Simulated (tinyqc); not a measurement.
G0W0 on RHF in the sto-3g basis, for OH-, spin multiplicity 1, step by step. The basis has no diffuse functions, so it cannot describe the extra electron: this is an exercise in the method, not the real anion. One step of it, computed by the program tinyqc.

Task: Integrals over molecular orbitals. (pq|rs) = sum C_ip C_jq C_kr C_ls (ij|kl), one index at a time.

coefficients C, order 1O 1s, 1O 2s, 1O 2px, 1O 2py, 1O 2pz, 2H 1s:
```
[[0.994674, -0.255726, 0.063624, 0.000000, 0.000000, -0.048980],
 [0.021866, 0.984347, -0.319795, 0.000000, 0.000000, 0.250010],
 [0.000000, 0.000000, 0.000000, 0.998947, -0.045884, 0.000000],
 [0.000000, 0.000000, 0.000000, 0.045884, 0.998947, 0.000000],
 [0.001300, -0.014229, 0.460868, 0.000000, 0.000000, 0.922871],
 [-0.003134, 0.139080, 0.799904, 0.000000, 0.000000, -0.690075]]
```

core Hamiltonian H = T + V (hartree), order 1O 1s, 1O 2s, 1O 2px, 1O 2py, 1O 2pz, 2H 1s:
```
[[-31.999831, -7.442121, 0.000000, 0.000000, -0.007512, -0.642514],
 [-7.442121, -8.628114, 0.000000, 0.000000, -0.094289, -1.650094],
 [0.000000, 0.000000, -6.818416, 0.000000, 0.000000, 0.000000],
 [0.000000, 0.000000, 0.000000, -6.818416, 0.000000, 0.000000],
 [-0.007512, -0.094289, 0.000000, 0.000000, -6.867933, -1.319992],
 [-0.642514, -1.650094, 0.000000, 0.000000, -1.319992, -3.522181]]
```

Two-electron integrals (ij|kl) in chemists' order, unique and non-zero (hartree):
```
(11|11) 4.785065   (21|11) 0.741380   (21|21) 0.136873   (22|11) 1.118947
(22|21) 0.256633   (22|22) 0.817206   (31|31) 0.024477   (32|31) 0.037809
(32|32) 0.180518   (33|11) 1.115814   (33|21) 0.256684   (33|22) 0.817023
(33|33) 0.880159   (41|41) 0.024477   (42|41) 0.037809   (42|42) 0.180518
(43|43) 0.047444   (44|11) 1.115814   (44|21) 0.256684   (44|22) 0.817023
(44|33) 0.785270   (44|44) 0.880159   (51|51) 0.024477   (52|51) 0.037809
(52|52) 0.180518   (53|53) 0.047444   (54|54) 0.047444   (55|11) 1.115814
(55|21) 0.256684   (55|22) 0.817023   (55|33) 0.785270   (55|44) 0.785270
(55|55) 0.880159   (61|11) 0.064075   (61|21) 0.011744   (61|22) 0.021931
(61|33) 0.021893   (61|44) 0.021893   (61|51) 0.000504   (61|52) 0.000960
(61|55) 0.022011   (61|61) 0.001019   (62|11) 0.186170   (62|21) 0.043369
(62|22) 0.156940   (62|33) 0.154133   (62|44) 0.154133   (62|51) 0.003200
(62|52) 0.026573   (62|55) 0.162396   (62|61) 0.003798   (62|62) 0.040393
(63|31) 0.004148   (63|32) 0.025537   (63|53) 0.005240   (63|63) 0.005235
(64|41) 0.004148   (64|42) 0.025537   (64|54) 0.005240   (64|64) 0.005235
(65|11) 0.147733   (65|21) 0.034815   (65|22) 0.134675   (65|33) 0.128926
(65|44) 0.128926   (65|51) 0.006332   (65|52) 0.046444   (65|55) 0.146017
(65|61) 0.003153   (65|62) 0.042258   (65|65) 0.049005   (66|11) 0.381847
(66|21) 0.090321   (66|22) 0.376854   (66|33) 0.364160   (66|44) 0.364160
(66|51) 0.007129   (66|52) 0.084456   (66|55) 0.401888   (66|61) 0.007933
(66|62) 0.133526   (66|65) 0.160215   (66|66) 0.774606
```

Give: one-electron integrals over orbitals h = C^T H C; Two-electron integrals over orbitals.

Result:

one-electron integrals over orbitals h = C^T H C (hartree):
```
[[-31.984, 0.621, -0.149, 0.000, 0.000, 0.117],
 [0.621, -7.174, 0.603, 0.000, 0.000, -0.573],
 [-0.149, 0.603, -4.589, 0.000, 0.000, -1.601],
 [0.000, 0.000, 0.000, -6.818, 0.000, 0.000],
 [0.000, 0.000, 0.000, 0.000, -6.818, 0.000],
 [0.117, -0.573, -1.601, 0.000, 0.000, -5.796]]
```

Two-electron integrals over orbitals (pq|rs), unique and non-zero (hartree):
```
(11|11) 4.748       (21|11) -0.460      (21|21) 0.070       (22|11) 1.077
(22|21) -0.020      (22|22) 0.757       (31|11) 0.114       (31|21) -0.017
(31|22) 0.005       (31|31) 0.010       (32|11) -0.154      (32|21) 4.87e-03
(32|22) -0.071      (32|31) 0.008       (32|32) 0.095       (33|11) 0.605
(33|21) -4.48e-03   (33|22) 0.515       (33|31) 2.03e-04    (33|32) 0.036
(33|33) 0.610       (41|41) 0.026       (42|41) 0.035       (42|42) 0.164
(43|41) -0.008      (43|42) -0.033      (43|43) 0.022       (44|11) 1.115
(44|21) -0.013      (44|22) 0.783       (44|31) 3.38e-03    (44|32) -0.086
(44|33) 0.496       (44|44) 0.880       (51|51) 0.026       (52|51) 0.035
(52|52) 0.164       (53|51) -0.008      (53|52) -0.033      (53|53) 0.022
(54|54) 0.047       (55|11) 1.115       (55|21) -0.013      (55|22) 0.783
(55|31) 3.38e-03    (55|32) -0.086      (55|33) 0.496       (55|44) 0.785
(55|55) 0.880       (61|11) -0.088      (61|21) 0.013       (61|22) -3.73e-03
(61|31) 0.008       (61|32) 0.019       (61|33) -2.20e-03   (61|44) -2.57e-03
(61|55) -2.57e-03   (61|61) 0.024       (62|11) 0.112       (62|21) -3.83e-03
(62|22) 0.057       (62|31) 0.015       (62|32) 0.063       (62|33) 4.65e-03
(62|44) 0.063       (62|55) 0.063       (62|61) 0.026       (62|62) 0.117
(63|11) 0.318       (63|21) -4.83e-03   (63|22) 0.179       (63|31) -1.79e-03
(63|32) -0.091      (63|33) -0.045      (63|44) 0.189       (63|55) 0.189
(63|61) -0.007      (63|62) 0.009       (63|63) 0.187       (64|41) 0.006
(64|42) 0.024       (64|43) 0.017       (64|64) 0.038       (65|51) 0.006
(65|52) 0.024       (65|53) 0.017       (65|65) 0.038       (66|11) 0.947
(66|21) -0.012      (66|22) 0.679       (66|31) 0.008       (66|32) -0.008
(66|33) 0.580       (66|44) 0.674       (66|55) 0.674       (66|61) 0.007
(66|62) 0.068       (66|63) 0.097       (66|66) 0.702
```
